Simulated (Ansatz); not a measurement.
We consider 1T (CdI2-type) ZrSe2, described by PBEsol in Ansatz (PAW).

Settings: plane-wave cutoff 520 eV, 12×12×6 k mesh (along the axes of the cell as run), perturbation theory, force constants from a 6×6×2 q mesh, scalar-relativistic PAW data made under PBE.

Computed at the level's own relaxed cell.

Harmonic phonon frequencies (cm⁻¹; i marks an imaginary mode; at Γ without the LO shift):

```tsv
q point	frequencies
Γ	0 0 0 107 107 144 144 190 247
A	23 23 41 111 111 143 143 188 259
K	65 128 128 148 148 172 182 221 221
H	62 130 130 147 147 171 182 220 220
```

No imaginary mode appears at these points.

Note: the run warned that the k mesh is coarse for the response to a field; the cell comes from a level without a dispersion term, which matters for the spacing of layers, chains or molecules; the cell has widely spaced layers and the level no dispersion term, so their spacing and the moduli can rest on weak binding.

Ansatz is a program for electronic structure.
